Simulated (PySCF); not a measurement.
Compound: C5H4O.
InChI=1S/C5H4O/c1-3-5(2)4-6/h1H,2H3

Method: MP2 and CCSD/aug-cc-pVDZ in PySCF, restricted Hartree–Fock reference, 6 core orbitals frozen, non-relativistic, gas phase, PBE0-D3(BJ)/def2-SVP geometry.

E(HF) = -266.46414 Eh.

(1) How large is the problem?

(2) What are the MP2 and CCSD correlation energies?

(3) What is the T1 diagnostic?

(4) How does correlation change the dipole moment?

Answers

(1) 174 basis functions and 42 electrons; 6 orbitals frozen, which leaves o = 15 correlated occupied and v = 153 virtual orbitals. That is o·v = 2295 singles and o·v(o·v + 1)/2 = 2634660 distinct closed-shell doubles amplitudes before symmetry; the costliest CCSD step grows as o²v⁴ = 1.2 × 10^11.

(2) MP2 -0.8538 Eh and CCSD -0.8814 Eh, which gives totals of -267.31792 and -267.34556 Eh. That is 0.799 eV for each correlated electron at CCSD (2314 kJ/mol in all, 0.330 % of the total energy); MP2 gives 96.9 % of the CCSD value.

(3) 0.0149, below the customary warning level of 0.02. It is the norm of the spatial-orbital singles amplitudes over the root of the number of correlated electrons, so the norm is 0.082.

(4) HF gives 1.65 D and CCSD (unrelaxed density) 1.27 D, a change of -0.38 D; the two vectors are 8° apart.

No triples correction and no basis-set extrapolation were made.
